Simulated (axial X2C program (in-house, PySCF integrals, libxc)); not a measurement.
# Levels of P₂⁻ by electron attachment to P₂ (EOM-EA-CCSD)

Calculated with an axial X2C code built on PySCF integrals: two-component X2C with atomic mean-field Coulomb and Gaunt terms, Gaussian nuclei, basis P dyall-av3z with contracted cores.

R = 1.891 Å (near the PBE0 minimum at charge 0 of the determinant lowest at the starting distance; the state shown can have its own minimum elsewhere).

Levels of P₂⁻ obtained by attaching an electron to P₂:

```csv
Ω,binding energy (eV),above lowest (cm⁻¹),attached spinor,one-particle weight
1/2,0.279,0,"58% P pπ, 36% P dπ",0.94
3/2,0.256,191,"58% P pπ, 36% P dπ",0.94
1/2,-0.921,9686,94% P pσ,0.99
1/2,-1.303,12761,84% P sσ,0.98
1/2,-1.506,14398,98% P pπ,0.99
3/2,-1.507,14411,98% P pπ,0.99
1/2,-1.886,17464,"78% P pσ, 16% P dσ",0.99
```

Problem. Take the first Ω = 1/2 and Ω = 3/2 rows of π character: how far apart are they, and which lies lower?

Solution. E(3/2) − E(1/2) = 191 − 0 = 191 cm⁻¹ at EOM-EA-CCSD: regular, Ω = 1/2 lower. Splittings at this level can be off by ten to twenty per cent.

Negative binding energies belong to unbound states, resonances or levels that the basis set holds; within some tenths of an eV of zero the sign is not settled.

This point took 11 s on 1 thread of Arm Neoverse V1 (shared host).

Reference electrons by ω block (each with its −ω partner): 1/2: 12, 3/2: 3. 10 electrons of P₂ correlated (inner shells frozen), 92 natural virtual spinors (a truncated set); levels can be off by some tenths of an eV. Roots sought by Ω: (1/2: 5, 3/2: 4, 5/2: 2, 7/2: 1); the list ends where they run out and leaves out roots under 60 % one-particle weight. The solver can skip a root, and states that need a further excitation, which the method places far too high, are missing though they may lie low or lowest. T1 of the reference 0.016 (Lee–Taylor). Number of frozen shells: P 2 s, 1 p. g and u states are not told apart.
